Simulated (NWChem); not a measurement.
methyl formate (C₂H₄O₂); SMILES COC=O

```xyz
8

C     -0.5094    -1.3186     0.0026
O      0.6764    -0.5380     0.0014
C      0.5040     0.7806     0.0002
O     -0.5523     1.3438    -0.0002
H     -1.1154    -1.1114    -0.8919
H     -0.1891    -2.3667     0.0086
H     -1.1198    -1.1023     0.8919
H      1.4961     1.2788    -0.0003
```
Atoms are numbered in this order, from 1.

Program: NWChem. Structure relaxed at the PBE0/def2-SVP level. Level: B3LYP/def2-SVP with COSMO at NWChem's default radii, gas-phase geometry; the question gives the dielectric constant.

### Question
Estimate the computed values for dielectric constant 78.4. Quantities: electrostatic solvation energy (kcal/mol); dipole in solution (D).

### Answer
| Quantity | Value |
|---|---|
| electrostatic solvation energy (kcal/mol) | -5.0 |
| dipole in solution (D) | 2.24 |
